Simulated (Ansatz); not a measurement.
C4H7N can be A, `C=NC(=C)C`, or B, `CC(C)C#N`.

Calculated with Ansatz (gas phase, PBE0-D4/def2-TZVP geometries, no zero-point term in ΔE). CCSD(T)/CBS adds triple-zeta CCSD(T) − MP2 to the extrapolated MP2 energy (def2 sets, frozen cores). DFT in def2-TZVPP. One conformer a species, not always the lowest.

A:

Z-matrix (Å, degrees):
```
C
C 1 1.493
H 1 1.094 2 110.5
H 1 1.089 2 111.2 3 -120.9
H 1 1.093 2 110.0 3 117.9
N 2 1.401 1 113.6 3 -62.8
C 2 1.334 1 124.2 3 121.5
C 6 1.260 2 119.5 1 127.1
H 7 1.082 2 120.8 1 0.1
H 7 1.083 2 121.2 1 176.5
H 8 1.089 6 119.2 2 177.2
H 8 1.097 6 122.7 2 -2.9
```

B:

```xyz
12

C    -0.7340    0.8542    0.7533
C    -0.2845   -0.1183   -0.3356
C     1.2211   -0.0511   -0.5850
C    -0.6820   -1.4815    0.0058
N    -0.9857   -2.5541    0.2876
H    -1.8119    0.8039    0.9112
H    -0.2388    0.6269    1.6993
H    -0.4723    1.8737    0.4643
H    -0.8069    0.1298   -1.2666
H     1.5250   -0.7412   -1.3727
H     1.7722   -0.3040    0.3229
H     1.4977    0.9616   -0.8844
```

Problem. Which is lower in electronic energy at CCSD(T)/CBS, and by how much? (Estimate.)

Solution. The calculation gave: B, by 107.8 kJ/mol.

Problem. Give E(B) − E(A) in kJ/mol with B2PLYP, HF/def2-TZVPP, r2SCAN-D4, PBE0-D4, CCSD/def2-TZVPP, ωB97M-V, PBE-D4. (An estimate is asked.)

Solution. The calculation gave: B2PLYP -107.5, HF/def2-TZVPP -119.0, r2SCAN-D4 -94.0, PBE0-D4 -94.7, CCSD/def2-TZVPP -116.5, ωB97M-V -105.4, PBE-D4 -85.9. None reverses the order clearly.

Largest T1 diagnostic: 0.012.

From PBE to PBE0 (25 % exact exchange), in def2-TZVPP and without D4, E(B) − E(A) moves by −8.6 kJ/mol.
